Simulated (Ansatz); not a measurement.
Compare A (`CCCC#N`) with its isomer B (`CC(C)C#N`).

Program: Ansatz. Geometries: PBE0-D4/def2-TZVP. ΔE: electronic, gas phase. CBS: MP2 limit from def2 TZ/QZ plus the TZ coupled-cluster correction, frozen cores. DFT in def2-TZVPP. B3LYP here is the variant with VWN-RPA as its local correlation; programs differ in this. Each species was taken in one conformer, which may not be the lowest.

Which isomer does CCSD(T)/CBS put lower? Give the gap. (Estimate.)

Ansatz gave: B, by 0.8 kcal/mol.

Give E(B) − E(A) in kcal/mol with ωB97M-V, CCSD(T)/def2-TZVPP, BLYP-D4, LDA (SPW92), B2PLYP, B3LYP-D4, r2SCAN-D4. (Estimate.)

Ansatz gave: ωB97M-V -0.7, CCSD(T)/def2-TZVPP -0.9, BLYP-D4 -0.6, LDA (SPW92) -0.4, B2PLYP -0.5, B3LYP-D4 -0.5, r2SCAN-D4 -0.6. None reverses the order clearly.

Does the order hold for the free energy at 298.15 K (harmonic terms from PBE0-D4)? (Best estimate.)

Computed: Yes: G(B) − G(A) = -0.8 kcal/mol, for one conformer each.

Largest T1 diagnostic: 0.011.

Leaving LDA and LC-ωPBE aside and taking each functional with its dispersion term where it has one, the values, not all of them listed here, spread over 0.3 kcal/mol, from revPBE-D4 to HSE06-D4. In def2-TZVPP, CCSD(T) changes the Hartree–Fock value by −0.8 kcal/mol (the triples alone add −0.2 kcal/mol) and MP2 by −1.2 kcal/mol.
